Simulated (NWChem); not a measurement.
**SVWN5/MINI run of C5H6 (pent-3-en-1-yne)**

Aim: the vertical ionisation energy of C5H6 (pent-3-en-1-yne) at SVWN5/MINI, from 2 runs. 

The results are computed with NWChem 7.3.0.

## Step 1: Starting point

C5H6 has 11 atoms, charge 0, and is taken as a singlet. As SMILES, `C#C/C=C/C`. Geometry: relaxed at PBE0-D4/def2-TZVP.

Bond lengths: C1–C2 1.204 Å, C2–C3 1.417 Å, C3–C4 1.335 Å, C4–C5 1.485 Å, C1–H6 1.064 Å, C3–H7 1.088 Å, C4–H8 1.087 Å, C5–H9 1.091 Å, C5–H10 1.095 Å, C5–H11 1.095 Å. Some angles: C1–C2–C3 178.4°, C2–C3–C4 124.1°, C3–C4–C5 124.4°, C2–C1–H6 179.5°, C2–C3–H7 116.4°, C4–C3–H7 119.5°, C3–C4–H8 118.4°, C5–C4–H8 117.2°, C4–C5–H9 111.7°, C4–C5–H10 110.9°.

## Step 2: The energy at SVWN5/MINI

The input, m1.nw:

```
start m1
memory 2200 mb
charge 0

geometry units angstroms noautosym nocenter noautoz
   C    -1.516600    1.700600    2.003600
   C    -0.739100    1.143700    1.272900
   C     0.204200    0.511000    0.426200
   C    -0.092900   -0.483100   -0.413900
   C     0.889700   -1.151100   -1.304600
   H    -2.210500    2.187700    2.646400
   H     1.227200    0.877200    0.483800
   H    -1.121000   -0.834000   -0.456000
   H     1.889700   -0.729500   -1.189400
   H     0.593600   -1.055200   -2.354300
   H     0.941200   -2.224300   -1.094000
end

basis spherical bse
   C library MINI
   H library MINI
end

dft
   xc slater vwn_5
   grid fine
   convergence energy 1e-08
   maxiter 100
   mulliken
   noprint "final vectors analysis"
end

task dft energy
```

The run is started by

```bash
$ nwchem m1.nw > m1.out
```

Standard output:

```text
[...]
          Wavefunction type:  closed shell.
          No. of atoms     :    11
          No. of electrons :    36
[...]
          Charge           :     0
          Spin multiplicity:     1
[...]
          AO basis - number of functions:    31
[...]
              XC Information
              --------------
                        Slater Exchange Functional  1.000 local
                      VWN V Correlation Functional  1.000 local
[...]
 d= 0,ls=0.0,diis     1   -190.5931127527 -3.29D+02  3.63D-02  4.47D-01     0.9
[...]
 d= 0,ls=0.0,diis    11   -190.6370980712 -8.24D-09  2.48D-06  5.70D-09     5.4
         Total DFT energy =     -190.637098071160
      One electron energy =     -527.489909681153
           Coulomb energy =      224.776808541285
    Exchange-Corr. energy =      -26.669134823463
 Nuclear repulsion energy =      138.745137892171
[...]
      Total Density - Mulliken Population Analysis
     ---------------------------------------------
    Atom       Charge   Shell Charges
 -----------   ------   -------------------------------------------------------
    1 C    6     6.31   1.99  1.11  3.21
    2 C    6     6.04   1.99  0.96  3.09
    3 C    6     6.34   1.99  1.13  3.23
    4 C    6     6.24   1.99  1.16  3.10
    5 C    6     6.78   1.99  1.33  3.47
    6 H    1     0.70   0.70
    7 H    1     0.71   0.71
    8 H    1     0.71   0.71
    9 H    1     0.73   0.73
   10 H    1     0.72   0.72
[...]
```

Wall time 6.6 s (1 thread of AMD EPYC 7R43 (Zen 3), shared host); peak memory 0.11 GiB.

## Step 3: The doublet cation at the same level

Edit m1.nw of step 2 so:

```diff
@@ -2,3 +2,3 @@
 memory 2200 mb
-charge 0
+charge 1
 
@@ -19,4 +19,3 @@
 basis spherical bse
-   C library MINI
-   H library MINI
+   * library MINI
 end
@@ -25,2 +24,3 @@
    xc slater vwn_5
+   mult 2
    grid fine
```

The run is started by

```bash
$ nwchem m1.nw > m1.out
```

Standard output:

```text
[...]
          Wavefunction type:  spin polarized.
          No. of atoms     :    11
          No. of electrons :    35
[...]
          Charge           :     1
          Spin multiplicity:     2
[...]
          AO basis - number of functions:    31
[...]
              XC Information
              --------------
                        Slater Exchange Functional  1.000 local
                      VWN V Correlation Functional  1.000 local
[...]
 d= 0,ls=0.0,diis     1   -190.1745775715 -3.29D+02  1.69D-02  1.20D-01     1.8
[...]
 d= 0,ls=0.0,diis    14   -190.2125237629 -1.66D-10  2.01D-07  1.49D-11    11.9
[...]
         Total DFT energy =     -190.212523762941
      One electron energy =     -518.371686099602
           Coulomb energy =      215.666552338898
    Exchange-Corr. energy =      -26.252527894409
 Nuclear repulsion energy =      138.745137892171
[...]
      Total Density - Mulliken Population Analysis
     ---------------------------------------------
    Atom       Charge   Shell Charges
 -----------   ------   -------------------------------------------------------
    1 C    6     6.13   1.99  1.17  2.96
    2 C    6     5.94   1.99  0.95  3.00
    3 C    6     6.26   1.99  1.17  3.10
    4 C    6     6.14   1.99  1.22  2.94
    5 C    6     6.80   1.99  1.36  3.45
    6 H    1     0.58   0.58
    7 H    1     0.61   0.61
    8 H    1     0.62   0.62
    9 H    1     0.67   0.67
   10 H    1     0.63   0.63
[...]
      <S2> =      0.7515 (Exact =     0.7500)
[...]
```

Run time: 13 s. Hardware: 1 thread of AMD EPYC 7R43 (Zen 3), shared host; peak memory 0.11 GiB.

## Step 4: Summary of results

At SVWN5/MINI:

| quantity | value |
| --- | --- |
| singlet C5H6: total energy | -190.63710 Eh |
| singlet C5H6: dipole moment | 1.09 D |
| doublet cation: total energy | -190.21252 Eh |
| doublet cation: ⟨S²⟩ | 0.751 |
| vertical ionisation energy (to the doublet cation) | 11.553 eV |

The vertical ionisation energy comes to 11.55 eV (266 kcal/mol). In a minimal basis such a difference can be off by several eV, whatever the method. Mulliken charges (singlet C5H6) run from -0.78 on C5 to +0.30 on H6; they depend strongly on the basis. Mulliken charges (doublet cation) run from -0.80 on C5 to +0.42 on H6; they depend strongly on the basis.
